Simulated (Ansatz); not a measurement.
**Worked example: ideal-gas entropy of C2H3FO (acetyl fluoride)**

A singlet with charge 0, relaxed at PBE/def2-SVP (Ansatz 0.2.0):

```xyz
7

C     0.4863    0.0150    0.4464
C    -0.7042   -0.0348   -0.4661
O    -1.8594   -0.1680   -0.1914
F    -0.3102    0.0991   -1.7700
H     0.1663   -0.0933    1.4969
H     1.1971   -0.7920    0.1775
H     1.0241    0.9741    0.3068
```

Harmonic wavenumbers in cm⁻¹: 125, 402, 547, 589, 833, 961, 1011, 1178, 1327, 1385, 1395, 1894, 2995, 3078, 3129.

Masses in u: C 12.011, O 15.999, F 18.998, H 1.008. Take T = 298.15 K, p = 1 bar, R = 8.3145 J/(mol K), kT/hc = 207.22 cm⁻¹, rigid rotor and harmonic oscillator.

Compute the standard molar entropy.


1. Translation (Sackur–Tetrode): S = R[3/2 ln M + 5/2 ln T − 1.1517] with M = 62.043 gives 160.3 J/(mol K).
2. Rotation: principal moments 46.740, 52.674, 96.223 u Å² give A, B, C = 0.3607, 0.32, 0.1752 cm⁻¹; the symmetry number is σ = 1; q = (√π/σ)√((kT/hc)³/ABC) = 37180; S = R(ln q + 3/2) = 100.0.
3. Vibration: with u = ν̃/207.22, each mode gives R[u/(eᵘ − 1) − ln(1 − e⁻ᵘ)]; the sum is 23.0, most from 125 cm⁻¹ (12.6), 402 cm⁻¹ (4.0), 547 cm⁻¹ (2.3).
4. Spin: R ln 1 = 0.0.
5. Sum: 160.3 + 100.0 + 23.0 + 0.0 = 283.3 J/(mol K).

No measured value is set beside it here. Where a soft mode is a torsion, a harmonic oscillator describes it poorly.
